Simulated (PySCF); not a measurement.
# How the functional moves excitation energies

Species: C2H2F2.
SMILES: `F/C=C\F`

Linear-response calculations in the def2-SVPD basis (PySCF; singlets by full response, triplets Tamm–Dancoff, core orbitals frozen in the response; HF means time-dependent Hartree–Fock). 'Strongest' is the level of largest summed f among the singlets computed (10 roots, of which the last may lack a degenerate partner); it can jump between rows when another state enters that window. S1 is the lowest singlet of each run and needn't be the same state throughout; f(S1) is that of one state. Geometry: PBE0-D3(BJ)/def2-SVP; no solvent, vibrations or thermal averaging.

| functional | kind | S1 (eV) | f(S1) | strongest (eV) | T1 (eV) | HOMO (eV) | gap (eV) | ionisation energy, ΔSCF (eV) |
| --- | --- | --- | --- | --- | --- | --- | --- | --- |
| LDA | LDA | 6.28 | 0.020 | 7.55 | 4.77 | -6.54 | 5.51 | 10.49 |
| PBE | GGA | 6.17 | 0.018 | 7.56 | 4.54 | -6.34 | 5.56 | 10.20 |
| B3LYP | global hybrid, 20% exact exchange | 6.45 | 0.022 | 7.72 | 4.49 | -7.47 | 7.42 | 10.40 |
| PBE0 | global hybrid, 25% exact exchange | 6.65 | 0.023 | 7.83 | 4.43 | -7.68 | 7.94 | 10.34 |
| BHandHLYP | global hybrid, 50% exact exchange | 6.85 | 0.028 | 7.95 | 4.35 | -8.91 | 9.94 | 10.36 |
| CAM-B3LYP | range-separated hybrid | 6.63 | 0.023 | 7.78 | 4.42 | -9.10 | 10.27 | 10.44 |
| wB97X-D | range-separated hybrid | 6.87 | 0.029 | 7.85 | 4.58 | -9.58 | 11.71 | 10.36 |
| LC-wPBE | range-separated hybrid | 7.02 | 0.022 | 7.85 | 4.27 | -10.43 | 12.69 | 10.41 |
| HF | Hartree–Fock | 7.32 | 0.043 | 8.16 | 3.89 | -10.66 | 13.18 | not settled |

S1 runs from 6.17 eV (PBE) to 7.32 eV (HF), a spread of 1.15 eV, while the orbital gap spreads over 7.7 eV. Along PBE (0%), B3LYP (20%), PBE0 (25%), BHandHLYP (50%), HF (100%) S1 rises with the share of exact exchange. −ε(HOMO) comes closest to its own ΔSCF ionisation energy with LC-wPBE (+0.03 eV) and misses most with LDA (-3.95 eV). 'Not settled' means that the ion's SCF failed to converge or may have ended in another state than the lowest.
